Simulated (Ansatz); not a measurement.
**BH3N+: where a starting geometry ends**

The starting geometry of this gas-phase singlet was optimised with GFN2-xTB.

```xyz
5

B     0.3961    0.1603   -0.0343
N     0.2007   -1.0305   -0.2894
H     1.0938    1.1056    0.3165
H     0.0390    1.3283    0.0665
H     0.0439   -1.9979   -0.4938
```

Task: Where would you expect an optimisation with PBE-D3(BJ)/def2-SVP to take it?

Result: It keeps its bonds.

The energy falls by 0.14 eV over 6 steps:

```
step  E − E(last) (eV)
   1             0.140
   2             0.048
   3             0.003
   4             0.001
   5             0.000
   6             0.000
```

Final geometry (Å):

```csv
atom,x (Å),y (Å),z (Å)
B,0.3891,0.1184,-0.0428
N,0.1941,-1.0758,-0.2982
H,1.0452,1.1943,0.3180
H,0.1122,1.3920,0.0969
H,0.0330,-2.0631,-0.5085
```

Frequencies at the end are all real (lowest 249 cm⁻¹). Run with Ansatz 0.2.0, 3 s on 1 thread of Arm Neoverse V1, with other jobs on the host.
